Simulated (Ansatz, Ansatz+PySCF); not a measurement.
```xyz
7

C     0.0000    0.0000   -0.8550
C     0.0000    0.6483    0.4979
C     0.0000   -0.6483    0.4979
H     0.9187    0.0000   -1.4638
H    -0.9187    0.0000   -1.4638
H     0.0000    1.5897    1.0414
H     0.0000   -1.5897    1.0414
```

RHF-MP2 on singlet C3H4 was run in several spherical basis sets with Ansatz (development build ahead of 0.2.0). Frozen core: 3 orbitals.

Rank the basis sets by the total energy that they give, lowest first, with the distance from the lowest.
A. def2-TZVP
B. def2-SVP
C. 6-31G(d)

A (0.00 eV), C (3.83 eV), B (5.41 eV).

Totals follow the description of the cores as much as that of the bonds, so this order isn't one of quality for chemistry.
